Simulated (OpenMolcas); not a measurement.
# One shape, several levels: CHFO (formyl fluoride)

Aim: a comparison of 6 runs (HF/STO-3G, M06-2X/STO-3G, PBE/STO-3G, r2SCAN/STO-3G, MP2/STO-3G, CISD/STO-3G) of CHFO (formyl fluoride). 

Program for the calculation: OpenMolcas 26.06.

2 further runs of the same task are left out: 1 for a known fault of the program, 1 set aside as unsound or not needed.

## 1. The molecule

CHFO has 4 atoms, charge 0, and is taken as a singlet. SMILES: `O=CF`. The C2–F3 distance was set to 1.677 Å, away from the relaxed value.

Bond lengths: O1–C2 1.171 Å, C2–H4 1.098 Å. Angles: O1–C2–H4 129.0°. A long bond or contact: C2–F3 1.677 Å.

## 2. The energy at HF/STO-3G (run 1)

File job.inp:

```
&gateway
baslib=$CurrDir
basisset
O.STO-3G....
O1 -1.048221 0.487094 0.881054 angstrom
End of Basis
basisset
C.STO-3G....
C2 -0.208281 0.364414 0.074004 angstrom
End of Basis
basisset
F.STO-3G....
F3 0.584370 -1.090860 -0.181350 angstrom
End of Basis
basisset
H.STO-3G....
H4 0.196509 1.112584 -0.620486 angstrom
End of Basis
&seward
&scf
thresholds=1e-10 1e-07 1e-07 1e-05
prorbitals=1 1
```

The basis set STO-3G is read from a file made from the Basis Set Exchange's data (not shown).

Launch:

```
$ export MOLCAS_MEM=1860
$ pymolcas job.inp > job.log
```

What it wrote:

```text
--- Start Module: gateway ---
[...]
--- Stop Module: gateway /rc=_RC_ALL_IS_WELL_ ---
--- Start Module: seward ---
[...]
      Basis functions           16
--- Stop Module: seward /rc=_RC_ALL_IS_WELL_ ---
--- Start Module: scf ---
[...]
       Convergence after  14 Iterations
[...]
::    Total SCF energy                               -209.7619024813
[...]
      Total spin, S                                     0.0000000000
[...]
      Total electronic charge=   24.000000
      Total            charge=   -0.000000
[...]
      Dipole Moment (debye):
      Origin of the operator (angstrom)=   -0.1659   -0.1550    0.2273
                   X=  3.6357E-01               Y=  1.2949E+00               Z= -8.5898E-01           Total=  1.5959E+00
      Quadrupole Moment (debye*angstrom):
[...]
--- Stop Module: scf /rc=_RC_ALL_IS_WELL_ ---
[...]
```

It took 2.1 s on 1 thread of Intel Xeon Platinum 8259CL at 2.50GHz (Skylake/Cascade Lake), shared host; peak memory 0.37 GiB.

## 3. The energy at M06-2X/STO-3G (run 2)

File job.input:

```
* CHFO Kohn-Sham DFT

&GATEWAY
  BasLib=$CurrDir
  BasisSet
  O.STO-3G....
  O1 -1.048221 0.487094 0.881054 angstrom
  End of Basis
  BasisSet
  C.STO-3G....
  C2 -0.208281 0.364414 0.074004 angstrom
  End of Basis
  BasisSet
  F.STO-3G....
  F3 0.584370 -1.090860 -0.181350 angstrom
  End of Basis
  BasisSet
  H.STO-3G....
  H4 0.196509 1.112584 -0.620486 angstrom
  End of Basis

&SEWARD
  GridInput
  Grid=UltraFine
  End of Grid

&SCF
  KSDFT=M062X
  Thresholds=1e-10 1e-07 1e-07 1e-05
  PrOrbitals=1 1
```

The basis set STO-3G is read from a file made from the Basis Set Exchange's data (not shown).

Launch:

```
$ export MOLCAS_MEM=1860
$ pymolcas job.input > job.log
```

What it wrote:

```text
--- Start Module: gateway ---
[...]
--- Stop Module: gateway /rc=_RC_ALL_IS_WELL_ ---
--- Start Module: seward ---
[...]
      Basis functions           16
--- Stop Module: seward /rc=_RC_ALL_IS_WELL_ ---
--- Start Module: scf ---
[...]
       Convergence after  14 Iterations
[...]
::    Total KS-DFT energy                            -210.7185554625
[...]
      Total spin, S                                     0.0000000000
[...]
      Total electronic charge=   24.000000
      Total            charge=   -0.000000
[...]
      Dipole Moment (debye):
      Origin of the operator (angstrom)=   -0.1659   -0.1550    0.2273
                   X=  2.9647E-01               Y=  1.1787E+00               Z= -7.4689E-01           Total=  1.4265E+00
      Quadrupole Moment (debye*angstrom):
[...]
--- Stop Module: scf /rc=_RC_ALL_IS_WELL_ ---
[...]
```

Run time: 6.3 s. Hardware: 1 thread of Intel Xeon Platinum 8259CL at 2.50GHz (Skylake/Cascade Lake), shared host; peak memory 0.37 GiB.

Runs 3 to 5 aren't shown in full; the table further down has their settings and results.

## 4. The energy at CISD/STO-3G (run 6)

File job.input:

```
>>> EXPORT MOLCAS_PRINT=2
&GATEWAY
BASLIB
$CurrDir
BASISSET
O.STO-3G....
O1 -1.048221 0.487094 0.881054 angstrom
End of Basis
BASISSET
C.STO-3G....
C2 -0.208281 0.364414 0.074004 angstrom
End of Basis
BASISSET
F.STO-3G....
F3 0.584370 -1.090860 -0.181350 angstrom
End of Basis
BASISSET
H.STO-3G....
H4 0.196509 1.112584 -0.620486 angstrom
End of Basis
&SEWARD
&SCF
THRESHOLDS
1e-10 1e-07 1e-07 1e-05
PRORBITALS
1 1
&MOTRA
FROZEN
3
&GUGA
ELECTRONS
18
SPIN
1
INACTIVE
9
ACTIVE
0
CIALL
1
&CPF
SDCI
```

The basis set STO-3G is read from a file made from the Basis Set Exchange's data (not shown).

Launch:

```
$ export MOLCAS_MEM=1860
$ pymolcas job.input > job.log
```

What it wrote:

```text
--- Start Module: gateway ---
[...]
--- Stop Module: gateway /rc=_RC_ALL_IS_WELL_ ---
[...]
      Basis functions           16
[...]
       Convergence after  14 Iterations
[...]
::    Total SCF energy                               -209.7619024813
[...]
      Total spin, S                                     0.0000000000
[...]
      *** WARNING: Default frozen orbitals is overwritten by user input.
      *** Default values:   3
[...]
--- Start Module: guga ---
[...]
--- Stop Module: guga /rc=_RC_ALL_IS_WELL_ ---
--- Start Module: cpf ---
[...]
      Active orbitals                            0       0
[...]
      Spin quantum number                      0.0
[...]
     FINAL CI ENERGY          -209.93282971
     FINAL CORRELATION ENERGY   -0.17092723  REFERENCE ENERGY    -209.76190248
[...]
     REL. CI ENERGY           -209.93282971
[...]
      Total electronic charge=   24.000000
      Total            charge=   -0.000000
[...]
      Dipole Moment (debye):
      Origin of the operator (angstrom)=   -0.1659   -0.1550    0.2273
                   X=  1.8497E-01               Y=  1.0812E+00               Z= -5.9673E-01           Total=  1.2487E+00
      Quadrupole Moment (debye*angstrom):
[...]
--- Stop Module: cpf /rc=_RC_ALL_IS_WELL_ ---
[...]
```

It took 2.3 s on 1 thread of Intel Xeon Platinum 8259CL at 2.50GHz (Skylake/Cascade Lake), shared host; peak memory 0.37 GiB.

## 5. All runs side by side

```csv
run,level,integration grid,frozen core orbitals,energy (Eh),dipole moment (D) of the reference,HOMO energy (eV),LUMO energy (eV),wall time
1,HF/STO-3G,–,–,-209.761902,1.60,-9.54,7.30,2.1 s
2,M06-2X/STO-3G,UltraFine,–,-210.718555,1.43,-7.17,3.37,6.3 s
3,PBE/STO-3G,UltraFine,–,-210.522820,1.23,-2.67,0.90,5.7 s
4,r2SCAN/STO-3G,UltraFine,–,-210.670292,1.35,-3.30,0.93,6.9 s
5,MP2/STO-3G,–,3,-209.912866,1.60,-9.54,7.30,2.2 s
6,CISD/STO-3G,–,3,-209.932830,1.60,-9.54,7.30,2.3 s
```

## 6. Outcome

| quantity | value |
| --- | --- |
| run 6: total energy | -209.93283 Eh |
| run 6: dipole moment (mean-field density) | 1.60 D |
| run 6: HOMO energy (Hartree–Fock orbitals) | -9.54 eV |
| run 6: LUMO energy (Hartree–Fock orbitals) | 7.30 eV |
| run 6: HOMO–LUMO gap (Hartree–Fock orbitals) | 16.84 eV |
| run 6: correlation energy (3 core orbitals frozen) | -170.9 mEh |

What this shows: Below the HF energy at the same shape and in the same basis (STO-3G): MP2 -151.0 mEh; CISD -170.9 mEh. Over runs 1, 2, 3, 4 the dipole moment (its size) runs from 1.23 D (PBE/STO-3G) to 1.60 D (HF/STO-3G). Over runs 1, 2, 3, 4 the HOMO–LUMO gap runs from 3.57 eV (PBE/STO-3G) to 16.84 eV (HF/STO-3G). Exact exchange widens orbital gaps. Totals of different functionals can't be ranked against each other. In runs 1, 2, 3, 4, 5, 6 the basis is minimal, so the values are rough. All runs together took 26 s, the longest 6.9 s.
